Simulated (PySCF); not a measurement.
## Bond length, frequency and bond energy of LiB⁺ by level of theory

State: ²Σ⁺ (doublet), unpaired electrons σ ↑. Set-up: basis Li cc-pVDZ, B cc-pVDZ; no relativity; PySCF 2.14. De refers to Li⁺ + B in their high-spin ground configurations, without counterpoise correction. The functionals are run spin-unrestricted. A positive dipole points towards B; it is taken about the centre of mass and depends on that origin.

| Level | Re (Å) | ωe (cm⁻¹) | De (eV) | μ (D) |
| --- | --- | --- | --- | --- |
| UHF | 2.492 | 341 | 0.83 | -5.10 |
| UHF-MP2 | 2.511 | 326 | 0.80 | n/a |
| UHF-SCS-MP2 | 2.514 | 325 | 0.79 | n/a |
| UHF-CCSD | 2.535 | 316 | 0.77 | n/a |
| UHF-CCSD(T) | 2.536 | 315 | 0.77 | n/a |
| PBE | 2.535 | 308 | 0.87 | -5.11 |
| PBEsol | 2.546 | 303 | 0.86 | -5.12 |
| PW91 | 2.525 | 313 | 0.89 | -5.08 |
| r²SCAN | 2.538 | 311 | 0.79 | -5.23 |
| B3LYP | 2.501 | 325 | 0.86 | -5.11 |
| PBE0 | 2.507 | 323 | 0.85 | -5.10 |
| CAM-B3LYP | 2.479 | 337 | 0.87 | -5.09 |

The bond length runs from 2.479 Å (CAM-B3LYP) to 2.546 Å (PBEsol). De spans 0.77 eV (UHF-CCSD, coupled cluster) to 0.89 eV (PW91, GGA). Correlation at CCSD(T) changes the Hartree–Fock bond energy by -0.06 eV; the triples alone change it by +0.00 eV.

Correlated steps freeze 1 core orbital. Correlated levels converge slowly with the basis: in double zeta they bind strong bonds too weakly, by up to about 1 eV, and carry superposition errors of some tenths. For an ion De counts to the pair picked by the measured ionisation energies or electron affinities, which need not be the lowest pair at this level. The state is the lowest determinant that a PBE0 search found; another state may lie lower at other levels.
